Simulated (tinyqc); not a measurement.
Worked calculation: RKS/BP86 in the sto-3g basis, for BH, spin multiplicity 1. Computed by tinyqc, a small Python program that keeps every step (integrals from PySCF). Settings: charge = 0, multiplicity = 1, basis = sto-3g, energy threshold = 1e-09, iteration cap = 77, orthogonalisation = symmetric, start = highest core orbitals, DIIS depth = 3, DIIS from iteration = 3, method = RKS, functional = b88,p86, grid = [30, 14]. Command: `OMP_NUM_THREADS=1 python tinyqc.py 28110 28111 out.jsonl` (the two numbers bound the seeds that draw the settings). One thread of a shared host (Intel(R) Xeon(R) Processor @ 2.60GHz), about 0.4 s of CPU time with the checks. Later iterations appear only in the table of the cycle.

## One-electron integrals

Geometry (angstrom):
```
atom         x         y         z
B     0.000000  0.000000  0.000000
H     0.000000  0.000000  1.901000
```

Basis sto-3g: exponents (1/bohr^2) and contraction coefficients of normalised primitives:
```
element  l (shell)   exponent  coefficient
B            s (1)  48.791113     0.154329
B            s (1)   8.887362     0.535328
B            s (1)   2.405267     0.444635
B            s (2)   2.236956    -0.099967
B            s (2)   0.519821     0.399513
B            s (2)   0.169062     0.700115
B            p (3)   2.236956     0.155916
B            p (3)   0.519821     0.607684
B            p (3)   0.169062     0.391957
H            s (1)   3.425251     0.154329
H            s (1)   0.623914     0.535328
H            s (1)   0.168855     0.444635
```

Overlap, kinetic and nuclear-attraction integrals over the contracted functions; the nuclear repulsion is the sum of Za Zb / Rab.

nuclear repulsion = 1.39183906 hartree

overlap S, lower triangle:
```
           1B 1s     1B 2s    1B 2px    1B 2py    1B 2pz     2H 1s
1B 1s   1.000000
1B 2s   0.269328  1.000000
1B 2px  0.000000  0.000000  1.000000
1B 2py  0.000000  0.000000  0.000000  1.000000
1B 2pz  0.000000  0.000000  0.000000  0.000000  1.000000
2H 1s   0.013599  0.189014  0.000000  0.000000  0.237185  1.000000
```

kinetic energy T (hartree), lower triangle:
```
            1B 1s      1B 2s    1B 2px    1B 2py    1B 2pz     2H 1s
1B 1s   10.826302
1B 2s   -0.047967   0.359168
1B 2px   0.000000   0.000000  1.123881
1B 2py   0.000000   0.000000  0.000000  1.123881
1B 2pz   0.000000   0.000000  0.000000  0.000000  1.123881
2H 1s   -0.004235  -0.003734  0.000000  0.000000  0.028285  0.760032
```

nuclear attraction V (hartree), lower triangle:
```
             1B 1s      1B 2s     1B 2px     1B 2py     1B 2pz      2H 1s
1B 1s   -23.425756
1B 2s    -3.214334  -4.049570
1B 2px    0.000000   0.000000  -4.005417
1B 2py    0.000000   0.000000   0.000000  -4.005417
1B 2pz   -0.007282  -0.073652   0.000000   0.000000  -4.046852
2H 1s    -0.162894  -0.562800   0.000000   0.000000  -0.657734  -2.617582
```

core Hamiltonian H = T + V (hartree), lower triangle:
```
             1B 1s      1B 2s     1B 2px     1B 2py     1B 2pz      2H 1s
1B 1s   -12.599454
1B 2s    -3.262302  -3.690402
1B 2px    0.000000   0.000000  -2.881537
1B 2py    0.000000   0.000000   0.000000  -2.881537
1B 2pz   -0.007282  -0.073652   0.000000   0.000000  -2.922972
2H 1s    -0.167129  -0.566534   0.000000   0.000000  -0.629450  -1.857550
```

## Two-electron integrals

Functions are numbered as in S; the eight-fold symmetry (ij|kl) = (ji|kl) = (kl|ij) leaves the list below.

Two-electron integrals (ij|kl) in chemists' order, unique and non-zero (hartree):
```
(11|11) 2.923513   (21|11) 0.518376   (21|21) 0.109262   (22|11) 0.744229
(22|21) 0.193177   (22|22) 0.544804   (31|31) 0.020264   (32|31) 0.029996
(32|32) 0.120346   (33|11) 0.742491   (33|21) 0.193240   (33|22) 0.544682
(33|33) 0.586773   (41|41) 0.020264   (42|41) 0.029996   (42|42) 0.120346
(43|43) 0.031630   (44|11) 0.742491   (44|21) 0.193240   (44|22) 0.544682
(44|33) 0.523513   (44|44) 0.586773   (51|51) 0.020264   (52|51) 0.029996
(52|52) 0.120346   (53|53) 0.031630   (54|54) 0.031630   (55|11) 0.742491
(55|21) 0.193240   (55|22) 0.544682   (55|33) 0.523513   (55|44) 0.523513
(55|55) 0.586773   (61|11) 0.026014   (61|21) 0.005467   (61|22) 0.009714
(61|33) 0.009676   (61|44) 0.009676   (61|51) 0.000400   (61|52) 0.000741
(61|55) 0.009796   (61|61) 0.000282   (62|11) 0.089233   (62|21) 0.023674
(62|22) 0.077299   (62|33) 0.074940   (62|44) 0.074940   (62|51) 0.002545
(62|52) 0.017777   (62|55) 0.081934   (62|61) 0.001266   (62|62) 0.018476
(63|31) 0.001926   (63|32) 0.009923   (63|53) 0.003029   (63|63) 0.001576
(64|41) 0.001926   (64|42) 0.009923   (64|54) 0.003029   (64|64) 0.001576
(65|11) 0.097769   (65|21) 0.026200   (65|22) 0.089731   (65|33) 0.085443
(65|44) 0.085443   (65|51) 0.004135   (65|52) 0.027499   (65|55) 0.098201
(65|61) 0.001440   (65|62) 0.024643   (65|65) 0.033782   (66|11) 0.278166
(66|21) 0.074897   (66|22) 0.275716   (66|33) 0.263457   (66|44) 0.263457
(66|51) 0.007213   (66|52) 0.070199   (66|55) 0.299876   (66|61) 0.003997
(66|62) 0.095387   (66|65) 0.136617   (66|66) 0.774606
```

## Orthogonalisation

S = U s U^T; symmetric (Loewdin) form X = U s^(-1/2) U^T, so that X^T S X = 1.

eigenvalues of S: 0.640426  0.818748  1.000000  1.000000  1.167896  1.372930

X, lower triangle:
```
            1B 1s      1B 2s    1B 2px    1B 2py     1B 2pz     2H 1s
1B 1s    1.029159
1B 2s   -0.143599   1.044281
1B 2px   0.000000   0.000000  1.000000
1B 2py   0.000000   0.000000  0.000000  1.000000
1B 2pz  -0.002951   0.018764  0.000000  0.000000   1.022649
2H 1s    0.014080  -0.103795  0.000000  0.000000  -0.126041  1.037433
```

## Starting guess

The start is the highest orbitals of the core Hamiltonian (a deliberately bad start); D = 2 C_occ C_occ^T.

D at the start, lower triangle:
```
            1B 1s      1B 2s    1B 2px    1B 2py     1B 2pz     2H 1s
1B 1s    0.001455
1B 2s   -0.008529   0.050013
1B 2px   0.000000   0.000000  2.000000
1B 2py   0.000000   0.000000  0.000000  2.000000
1B 2pz  -0.009657   0.056623  0.000000  0.000000   0.064107
2H 1s    0.056446  -0.330978  0.000000  0.000000  -0.374723  2.190361
```

## Iteration 1: exchange-correlation on the grid

Becke grid with 30 radial and 14 angular points per atom, points of zero weight dropped. rho = sum D_ij phi_i phi_j; V_xc,ij = sum w v_xc phi_i phi_j plus the gradient terms; v_xc is d(rho eps)/d rho at fixed gradient.

The 16 grid points with the largest w rho, of 831 (bohr, atomic units):
```
x                  y         z         w       rho  |grad rho|^2     eps_xc       v_xc
-1.749914   0.000000  0.000000  0.852408  0.080670      0.020888  -0.383231  -0.469871
0.000000   -1.749914  0.000000  0.852408  0.080670      0.020888  -0.383231  -0.469871
1.749914    0.000000  0.000000  0.852408  0.080670      0.020888  -0.383231  -0.469871
0.000000    1.749914  0.000000  0.852408  0.080670      0.020888  -0.383231  -0.469871
-1.439531   0.000000  0.000000  0.502005  0.133006      0.037188  -0.439458  -0.555872
0.000000   -1.439531  0.000000  0.502005  0.133006      0.037188  -0.439458  -0.555872
1.439531    0.000000  0.000000  0.502005  0.133006      0.037188  -0.439458  -0.555872
0.000000    1.439531  0.000000  0.502005  0.133006      0.037188  -0.439458  -0.555872
-2.105613   0.000000  0.000000  1.410879  0.039699      0.007421  -0.319277  -0.368860
0.000000   -2.105613  0.000000  1.410879  0.039699      0.007421  -0.319277  -0.368860
2.105613    0.000000  0.000000  1.410879  0.039699      0.007421  -0.319277  -0.368860
0.000000    2.105613  0.000000  1.410879  0.039699      0.007421  -0.319277  -0.368860
0.000000   -1.170264  0.000000  0.286810  0.191843      0.061196  -0.488950  -0.626182
-1.170264   0.000000  0.000000  0.286810  0.191843      0.061196  -0.488950  -0.626182
1.170264    0.000000  0.000000  0.286810  0.191843      0.061196  -0.488950  -0.626182
0.000000    1.170264  0.000000  0.286810  0.191843      0.061196  -0.488950  -0.626182
```

electrons on the grid, sum of w rho = 5.999094

E_xc = sum of w rho eps_xc = -2.36551235 hartree

V_xc (hartree), lower triangle:
```
            1B 1s      1B 2s     1B 2px     1B 2py     1B 2pz      2H 1s
1B 1s   -0.260437
1B 2s   -0.134701  -0.433645
1B 2px   0.000000   0.000000  -0.486118
1B 2py   0.000000   0.000000   0.000000  -0.486118
1B 2pz   0.001500  -0.008596   0.000000   0.000000  -0.332450
2H 1s   -0.006457  -0.068807   0.000000   0.000000  -0.083409  -0.526996
```

## Iteration 1: building the Kohn-Sham matrix

J_ij = sum D_kl (ij|kl); F = H + J + V_xc; E = tr D H + tr D J / 2 + E_xc + E_nn.

Coulomb J (hartree), lower triangle:
```
           1B 1s     1B 2s    1B 2px    1B 2py    1B 2pz     2H 1s
1B 1s   3.530074
1B 2s   0.923260  2.725277
1B 2px  0.000000  0.000000  2.743675
1B 2py  0.000000  0.000000  0.000000  2.743675
1B 2pz  0.014066  0.134518  0.000000  0.000000  2.686804
2H 1s   0.046710  0.488944  0.000000  0.000000  0.613055  2.625369
```

Kohn-Sham matrix F (hartree), lower triangle:
```
            1B 1s      1B 2s     1B 2px     1B 2py     1B 2pz     2H 1s
1B 1s   -9.329817
1B 2s   -2.473742  -1.398770
1B 2px   0.000000   0.000000  -0.623979
1B 2py   0.000000   0.000000   0.000000  -0.623979
1B 2pz   0.008284   0.052270   0.000000   0.000000  -0.568618
2H 1s   -0.126876  -0.146397   0.000000   0.000000  -0.099804  0.240823
```

total energy of this density = -7.95333178 hartree

## Iteration 1: diagonalisation and new density

Diagonalise F' = X^T F X, C = X C', fill 3 alpha and 3 beta electrons from the bottom; D = 2 C_occ C_occ^T. Each column has its largest component positive (the first on a tie).

F' = X^T F X (hartree), lower triangle:
```
           1          2          3          4          5         6
1  -9.182559
2  -1.112087  -0.943123
3   0.000000   0.000000  -0.623979
4   0.000000   0.000000   0.000000  -0.623979
5  -0.002080   0.057838   0.000000   0.000000  -0.562858
6   0.003419  -0.078524   0.000000   0.000000  -0.073668  0.295728
```

orbital energies (hartree): MO1 -9.330028, MO2 -0.812419, MO3 -0.623979, MO4 -0.623979, MO5 -0.558616, MO6 0.308251

coefficients C:
```
              MO1        MO2       MO3        MO4        MO5        MO6
1B 1s    1.001362  -0.269852  0.000000   0.000000  -0.057199   0.034326
1B 2s   -0.005159   1.019513  0.000000   0.000000   0.221395  -0.183899
1B 2px   0.000000   0.000000  0.191975   0.981400   0.000000   0.000000
1B 2py   0.000000   0.000000  0.981400  -0.191975   0.000000   0.000000
1B 2pz  -0.001190  -0.202260  0.000000   0.000000   0.986815  -0.217588
2H 1s    0.001134  -0.018770  0.000000   0.000000  -0.037587   1.049456
```

D after iteration 1, lower triangle:
```
            1B 1s      1B 2s    1B 2px    1B 2py    1B 2pz     2H 1s
1B 1s    2.151091
1B 2s   -0.560568   2.078869
1B 2px   0.000000   0.000000  0.073709
1B 2py   0.000000   0.000000  0.376809  1.926291
1B 2pz   0.106778  -0.412401  0.000000  0.000000  0.081821
2H 1s    0.012402  -0.038285  0.000000  0.000000  0.007590  0.000707
```

Within a degenerate level the vectors are fixed only up to a rotation; this is one choice.

## Iteration 2: exchange-correlation on the grid

As before.

The 16 grid points with the largest w rho, of 831 (bohr, atomic units):
```
x                  y          z         w       rho  |grad rho|^2     eps_xc       v_xc
0.000000    1.749914   0.000000  0.852408  0.104212      0.036506  -0.413282  -0.509417
0.000000   -1.749914   0.000000  0.852408  0.104212      0.036506  -0.413282  -0.509417
0.000000    1.439531   0.000000  0.502005  0.174076      0.068522  -0.476749  -0.604785
0.000000   -1.439531   0.000000  0.502005  0.174076      0.068522  -0.476749  -0.604785
-1.010313  -1.010313  -1.010313  0.959012  0.075660      0.021053  -0.377969  -0.458523
1.010313    1.010313  -1.010313  0.959012  0.075660      0.021053  -0.377969  -0.458523
0.000000    2.105613   0.000000  1.410879  0.051245      0.012132  -0.342126  -0.401067
0.000000   -2.105613   0.000000  1.410879  0.051245      0.012132  -0.342126  -0.401067
-0.831114  -0.831114  -0.831114  0.564764  0.127488      0.043251  -0.435882  -0.546171
0.831114    0.831114  -0.831114  0.564764  0.127488      0.043251  -0.435882  -0.546171
0.000000    1.170264   0.000000  0.286810  0.250524      0.099682  -0.529851  -0.681659
0.000000   -1.170264   0.000000  0.286810  0.250524      0.099682  -0.529851  -0.681659
-0.675652  -0.675652  -0.675652  0.322662  0.183059      0.066102  -0.483065  -0.615701
0.675652    0.675652  -0.675652  0.322662  0.183059      0.066102  -0.483065  -0.615701
-1.215676  -1.215676  -1.215676  1.587505  0.037180      0.006511  -0.313633  -0.361078
1.215676    1.215676  -1.215676  1.587505  0.037180      0.006511  -0.313633  -0.361078
```

electrons on the grid, sum of w rho = 6.006020

E_xc = sum of w rho eps_xc = -4.56675688 hartree

V_xc (hartree), lower triangle:
```
            1B 1s      1B 2s     1B 2px     1B 2py     1B 2pz      2H 1s
1B 1s   -1.909703
1B 2s   -0.290800  -0.462340
1B 2px   0.000000   0.000000  -0.432735
1B 2py   0.000000   0.000000  -0.018209  -0.515172
1B 2pz   0.005305   0.036650   0.000000   0.000000  -0.426094
2H 1s   -0.014500  -0.043047   0.000000   0.000000  -0.039529  -0.058859
```

## Iteration 2: building the Kohn-Sham matrix

As before.

Coulomb J (hartree), lower triangle:
```
            1B 1s      1B 2s    1B 2px    1B 2py    1B 2pz     2H 1s
1B 1s    8.795955
1B 2s    1.795232   3.646713
1B 2px   0.000000   0.000000  3.603349
1B 2py   0.000000   0.000000  0.023837  3.720542
1B 2pz  -0.020530  -0.093731  0.000000  0.000000  3.603549
2H 1s    0.089587   0.467624  0.000000  0.000000  0.523357  1.578076
```

Kohn-Sham matrix F (hartree), lower triangle:
```
            1B 1s      1B 2s    1B 2px    1B 2py     1B 2pz      2H 1s
1B 1s   -5.713202
1B 2s   -1.757870  -0.506029
1B 2px   0.000000   0.000000  0.289078
1B 2py   0.000000   0.000000  0.005627  0.323834
1B 2pz  -0.022507  -0.130733  0.000000  0.000000   0.254484
2H 1s   -0.092041  -0.141957  0.000000  0.000000  -0.145621  -0.338332
```

total energy of this density = -24.06509534 hartree

## Iteration 2: diagonalisation and new density

As before.

F' = X^T F X (hartree), lower triangle:
```
           1          2         3         4          5          6
1  -5.544219
2  -0.998748  -0.122395
3   0.000000   0.000000  0.289078
4   0.000000   0.000000  0.005627  0.323834
5  -0.013439  -0.105010  0.000000  0.000000   0.293995
6   0.020441  -0.078983  0.000000  0.000000  -0.135471  -0.298914
```

orbital energies (hartree): MO1 -5.722518, MO2 -0.353897, MO3 0.057285, MO4 0.288190, MO5 0.324723, MO6 0.347597

coefficients C:
```
              MO1        MO2        MO3        MO4       MO5        MO6
1B 1s    0.987890  -0.066552  -0.305176   0.000000  0.000000   0.080674
1B 2s    0.042271   0.164516   1.012176   0.000000  0.000000  -0.262517
1B 2px   0.000000   0.000000   0.000000   0.987767  0.155939   0.000000
1B 2py   0.000000   0.000000   0.000000  -0.155939  0.987767   0.000000
1B 2pz   0.005879   0.126240   0.285611   0.000000  0.000000   0.982096
2H 1s   -0.006091   0.920725  -0.434233   0.000000  0.000000  -0.258446
```

D after iteration 2, lower triangle:
```
            1B 1s      1B 2s    1B 2px    1B 2py     1B 2pz     2H 1s
1B 1s    2.146975
1B 2s   -0.556164   2.106707
1B 2px   0.000000   0.000000  0.000000
1B 2py   0.000000   0.000000  0.000000  0.000000
1B 2pz  -0.179510   0.620212  0.000000  0.000000   0.195090
2H 1s    0.130448  -0.576608  0.000000  0.000000  -0.015651  2.072660
```

## Iteration 12 (converged): orbitals

converged F (hartree), lower triangle:
```
            1B 1s      1B 2s     1B 2px     1B 2py     1B 2pz      2H 1s
1B 1s   -6.291104
1B 2s   -1.898101  -0.803045
1B 2px   0.000000   0.000000  -0.009905
1B 2py   0.000000   0.000000   0.000000  -0.009905
1B 2pz  -0.006152  -0.018168   0.000000   0.000000  -0.003294
2H 1s   -0.098634  -0.131074   0.000000   0.000000  -0.111074  -0.073006
```

As before.

F' = X^T F X (hartree), lower triangle:
```
           1          2          3          4          5          6
1  -6.121182
2  -1.022047  -0.411756
3   0.000000   0.000000  -0.009905
4   0.000000   0.000000   0.000000  -0.009905
5  -0.011101   0.000785   0.000000   0.000000   0.023788
6   0.017787  -0.078446   0.000000   0.000000  -0.110801  -0.029036
```

orbital energies (hartree): MO1 -6.298645, MO2 -0.266558, MO3 -0.092256, MO4 -0.009905, MO5 -0.009905, MO6 0.119273

coefficients C:
```
              MO1        MO2        MO3       MO4        MO5        MO6
1B 1s    0.989415  -0.286660   0.123066  0.000000   0.000000  -0.061117
1B 2s    0.037235   0.931007  -0.442940  0.000000   0.000000   0.240649
1B 2px   0.000000   0.000000   0.000000  0.025751   0.999668   0.000000
1B 2py   0.000000   0.000000   0.000000  0.999668  -0.025751   0.000000
1B 2pz   0.002116   0.107343   0.570406  0.000000   0.000000   0.851568
2H 1s   -0.004744   0.273959   0.650669  0.000000   0.000000  -0.777610
```

D after iteration 12, lower triangle:
```
            1B 1s      1B 2s    1B 2px    1B 2py    1B 2pz     2H 1s
1B 1s    2.152521
1B 2s   -0.569105   2.128714
1B 2px   0.000000   0.000000  0.000000
1B 2py   0.000000   0.000000  0.000000  0.000000
1B 2pz   0.083041  -0.305279  0.000000  0.000000  0.673781
2H 1s   -0.006303  -0.066653  0.000000  0.000000  0.801087  0.996893
```

Within a degenerate level the vectors are fixed only up to a rotation; this is one choice.

## Convergence

Stop when the energy changes by less than 1e-09 hartree and every element of the error matrix X^T (F D S - S D F) X is below 9e-06.

Course of the cycle:
```
iteration   E (hartree)     change  largest element of the error matrix
1           -7.95333178          -                             6.40e-02
2          -24.06509534  -1.61e+01                             3.24e-01
3          -24.32181550  -2.57e-01                             4.03e-01
4          -23.95708353   3.65e-01                             4.00e-01
5          -24.78154472  -8.24e-01                             2.58e-01
6          -24.81089362  -2.93e-02                             1.77e-01
7          -24.82849554  -1.76e-02                             9.38e-02
8          -24.83268886  -4.19e-03                             4.85e-02
9          -24.83417229  -1.48e-03                             2.05e-03
10         -24.83417488  -2.58e-06                             1.48e-04
11         -24.83417489  -1.35e-08                             1.09e-06
12         -24.83417489  -7.46e-13                             8.44e-10
```

PySCF RKS in the same basis, fine grid = -24.83578658 hartree

Converged in 12 iterations. The coarse grid moves the energy by +1.61e-03 hartree.

## Populations, bond orders and dipole

Mulliken: Z minus the diagonal of D S on the atom; Loewdin: the same with S^(1/2) D S^(1/2); Mayer order: 2 sum_s sum (D(s) S)_ij (D(s) S)_ji over the two atoms.

Charges (e):
```
atom   Mulliken    Loewdin
1B     0.174215   0.172976
2H    -0.174215  -0.172976
```

Mayer bond orders:
```
pair     order
2-1   0.969649
```

dipole moment about the origin, x y z (debye): 0.000000  0.000000  -0.800460
